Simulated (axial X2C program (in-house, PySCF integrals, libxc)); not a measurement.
BNC⁺: properties at the nuclei

Computed with an axial X2C code built on PySCF integrals: two-component X2C with atomic mean-field Coulomb and Gaunt terms, Gaussian nuclei, basis B dyall-v3z, N dyall-av3z, C dyall-v3z with contracted cores.

B–N–C held linear, with bonds 1.316 and 1.215 Å (near the PBE0 minimum at charge 1 of the determinant lowest at the starting distance; the state shown can have its own minimum elsewhere, held linear; other orders of the atoms were not compared).

Input and command:
```json
{"zs": [5, 7, 6], "q": 1, "bas": ["dyall-v3z", "dyall-av3z", "dyall-v3z"], "r0": [1.51, 1.17], "symm": 0, "scan": ["PBE0", "HF", "B3LYP"], "levels": ["PBE0", "HF", "TPSSh"], "nst": 2}
```
```bash
python solin.py task.json out
```

Keys: zs atomic numbers; q charge; bas basis sets; r0 starting distance in Å; symm equal bonds; scan levels of the two-bond scan; levels methods; nst determinants followed.

Determinant lowest in the PBE0 search, Ω = 1/2 (⟨Sz⟩ = 0.50, ⟨Lz⟩ = 0.00 at PBE0), spin on the atoms B 0.52, N -0.01, C -0.01:

```csv
level,Eeff magnitude (GV/cm),Ws magnitude B (kHz),Ws magnitude N (kHz),A∥/gI B (MHz),qzz B (a.u.),A∥/gI N (MHz),qzz N (a.u.),A∥/gI C (MHz),qzz C (a.u.)
PBE0,0.0159,0.00932,0.00389,837,-0.49,108,-0.02,2.83,-1.22
HF,0.0158,0.00956,0.00329,855,-0.54,107,0.00,4.58,-1.36
TPSSh,0.0154,0.00907,0.00401,825,-0.47,95.2,-0.01,7.33,-1.18
```

Eeff is the effective electric field on the electron electric dipole moment in this Ω state and Ws the scalar–pseudoscalar constant of the nucleus named (defined with the proton number Z and per Ω); A∥ (defined per Ω) follows by multiplying with gI = μI/(I μN); qzz is the electric field gradient, eQq0 = 234.96 MHz × Q/barn × qzz. The operators were transformed with the bare-nucleus X2C matrices; with these basis sets, hyperfine constants and field gradients can be off by tens of per cent, and where levels differ in sign neither size nor sign is settled.

Question: With gI(11B) = 1.7924, Q(11B) = 0.04059 barn, gI(14N) = 0.4038 (g factors from the IAEA table of nuclear moments by Stone; Q from Pyykkö, Mol. Phys. 2018), turn the PBE0 values of the first state into constants in MHz.

Answer: A∥(11B) = 837 × 1.7924 = 1500 MHz; eQq0(11B) = 234.96 × (0.04059) × (-0.49) = -4.67 MHz; A∥(14N) = 108 × 0.4038 = 43.6 MHz.

The molecule was held linear; bending was not examined, so a bent shape may lie lower.

Each state is one determinant with collinear spin. Unrestricted Hartree–Fock can overshoot spin polarisation at the nuclei. The search compared states at one distance, so a state with another bond length can lie lower. Where a field gradient or hyperfine factor spreads by more than a factor of two over the levels, a constant derived from it is not to be relied on.
